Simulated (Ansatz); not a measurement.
CH$_{5}$AlS, 8 atoms. Total charge 0; spin multiplicity 1. The bonds changed during the relaxation, so this is another structure than the one it started from. All runs use 2 threads of an AMD EPYC 9R45 on a shared host. Correlated methods freeze the cores. Open-shell runs search over several starts.

(1) Give the basis size and wall time and peak host memory of each of these runs in Ansatz. RKS BLYP-D4/def2-TZVPP energy; RKS CAM-B3LYP-D4/def2-TZVPP energy; UHF-MP2/def2-QZVPP energy of the cation; UKS r2SCAN-D4/def2-TZVPP energy of the cation; RKS PBE0-D4/def2-TZVP frequencies; UHF-CCSD(T)/def2-TZVPP energy of the cation; UKS ωB97M-V/def2-TZVPP energy of the cation; UKS ωB97X-V/def2-TZVPP energy of the cation; RKS ωB97M-V/def2-SVP energy; RKS PBE0-D4/def2-TZVP relaxation (6 steps); RKS ωB97M-V/def2-QZVPP energy; UKS B3LYP-D4/def2-TZVPP energy of the cation. (Best estimate.)

Results:

(1) Computed: Other jobs shared the machine, so times are rough.

```json
{"level": "RKS BLYP-D4/def2-TZVPP", "job": "energy", "functions": "185", "wall time": "0.7 s", "peak host memory (GiB)": "0.23"}
{"level": "RKS CAM-B3LYP-D4/def2-TZVPP", "job": "energy", "functions": "185", "wall time": "1.1 s", "peak host memory (GiB)": "0.48"}
{"level": "RKS ωB97M-V/def2-SVP", "job": "energy", "functions": "75", "wall time": "1.6 s", "peak host memory (GiB)": "0.23"}
{"level": "UKS B3LYP-D4/def2-TZVPP", "job": "energy of the cation", "functions": "185", "wall time": "3 s", "peak host memory (GiB)": "0.51"}
{"level": "UKS r2SCAN-D4/def2-TZVPP", "job": "energy of the cation", "functions": "185", "wall time": "4.1 s", "peak host memory (GiB)": "0.35"}
{"level": "RKS ωB97M-V/def2-QZVPP", "job": "energy", "functions": "347", "wall time": "5.5 s", "peak host memory (GiB)": "1.1"}
{"level": "RKS PBE0-D4/def2-TZVP", "job": "relaxation (6 steps)", "functions": "135", "wall time": "5.5 s", "peak host memory (GiB)": "0.3"}
{"level": "UKS ωB97X-V/def2-TZVPP", "job": "energy of the cation", "functions": "185", "wall time": "6.5 s", "peak host memory (GiB)": "0.66"}
{"level": "UKS ωB97M-V/def2-TZVPP", "job": "energy of the cation", "functions": "185", "wall time": "7 s", "peak host memory (GiB)": "0.7"}
{"level": "RKS PBE0-D4/def2-TZVP", "job": "frequencies", "functions": "135", "wall time": "27 s", "peak host memory (GiB)": "0.3"}
{"level": "UHF-MP2/def2-QZVPP", "job": "energy of the cation", "functions": "347", "wall time": "36 s", "peak host memory (GiB)": "1.5"}
{"level": "UHF-CCSD(T)/def2-TZVPP", "job": "energy of the cation", "functions": "185", "wall time": "2.4 min", "peak host memory (GiB)": "1.8"}
```

B3LYP here is the variant with VWN-RPA as its local correlation; programs differ in this.
